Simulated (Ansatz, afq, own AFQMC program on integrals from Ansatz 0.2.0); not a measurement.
H2S, triplet: AFQMC among the cluster methods

```yaml
atoms:
  - { symbol: H, position_ang: [0.0000, 0.0000, -1.2983] }
  - { symbol: H, position_ang: [0.0000, 0.0000, -0.1263] }
  - { symbol: S, position_ang: [0.0000, 0.0000, 1.4247] }
```

Basis cc-pVTZ. Noble-gas cores (and the filled d shells of Ga–Kr and In–Xe) are frozen. AFQMC by an in-house program on the Cholesky factors that Ansatz 0.2.0 writes for its CCSD(T) run. ph-AFQMC/CISD is guided by a CISD state made of CCSD amplitudes; releasing the constraint for a short imaginary time cuts its bias at the price of noise, slowly where states lie close. Uncertainties: one standard error, sampling alone.

Determinant: UHF, the one that the program's search chose, which needn't be the lowest solution. The geometry is a point of a scan.

No full CI on the walks' own integrals is used here; CCSDT(Q) serves as the reference and is uncertain by about the last step of the cluster series.

Cautions: lower spins were not checked; unrestricted determinant slightly spin contaminated (⟨S²⟩ 2.07 against 2.00).

The T1 diagnostic is 0.0202, the weight of the determinant in the CISD state is 0.901 and the ⟨S²⟩ of the determinant is 2.066. The size of the correlated space is 8 electrons in 57 orbitals.

```
  level  correlation energy (eV)
    MP2                  -4.3203
   CCSD                  -5.1294
CCSD(T)                  -5.3236
```

(1) Estimate where phaseless AFQMC with a CISD trial lies against CCSD(T) on the same integrals.

(1) 18.8 ± 2.5 meV below CCSD(T).

Reference: CCSDT(Q), correlation energy -5.359 eV. The released energy is read at 2.40 1/Eh (meV from the phaseless value at times in 1/Eh: -6.6 ± 2.5 at 0.24, -10.0 ± 2.3 at 0.51, -15.3 ± 1.5 at 0.99, -18.5 ± 2.2 at 1.62, -18.8 ± 2.5 at 2.40).

```csv
level,E − E(reference) (meV),share of correlation (%)
CCSD(T),35.9,99.33
CCSDT,7.8,99.85
ph-AFQMC/CISD,17.0 ± 2.5,99.68
released AFQMC,-1.7 ± 2.5,100.03
```

A walk keeps the symmetry of its determinant, which the program's search chose and which needn't be the lowest solution, so a lower state of the same spin and another symmetry isn't excluded. Released energies are given only where the last usable release times agree within the noise; a slower fall can still hide under it.
